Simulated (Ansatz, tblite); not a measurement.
Isomers of BO2H (singlet), found by a short tight-binding search and relaxed with PBE0-D4/def2-TZVP in Ansatz.

The xTB rows come from tblite. Correlated methods freeze 3 core orbitals.

A: At CCSD(T)/def2-TZVPP T1 of the charge 0 singlet is large (up to 0.032), so the single-reference result is doubtful.

Other spin states weren't relaxed.

A:

Cartesian coordinates in Å:
```
B -0.544 0.290 0.175
O 0.476 -0.254 -0.153
O 1.604 -0.856 -0.515
H -1.536 0.820 0.493
```

B:

Cartesian coordinates in Å:
```
B 0.355 -0.364 -0.018
O -0.627 0.349 0.505
O 1.255 -1.046 -0.453
H -0.983 1.061 -0.033
```

Task: Estimate their order by electronic energy at PBE0-D4/def2-TZVP, counted from the lowest.

Result: B (0.0) < A (639.7), in kJ/mol.

Task: Do the other levels pick the same lowest one?

Result: All that were run do. Energies above each level's lowest (kJ/mol):

```
              level      A    B
           GFN1-xTB  669.2  0.0
           GFN2-xTB  486.2  0.0
      HF/def2-TZVPP  692.3  0.0
   PBE-D4/def2-TZVP  602.6  0.0
revPBE-D4/def2-TZVP  599.6  0.0
  BLYP-D4/def2-TZVP  601.5  0.0
r2SCAN-D4/def2-TZVP  633.5  0.0
  PBE0-D4/def2-TZVP  639.7  0.0
     MP2/def2-TZVPP  696.6  0.0
    CCSD/def2-TZVPP  674.9  0.0
 CCSD(T)/def2-TZVPP  663.5  0.0
```
Point groups (tolerance 0.1 Å): A C∞v, B Cs. Lower isomers may exist.
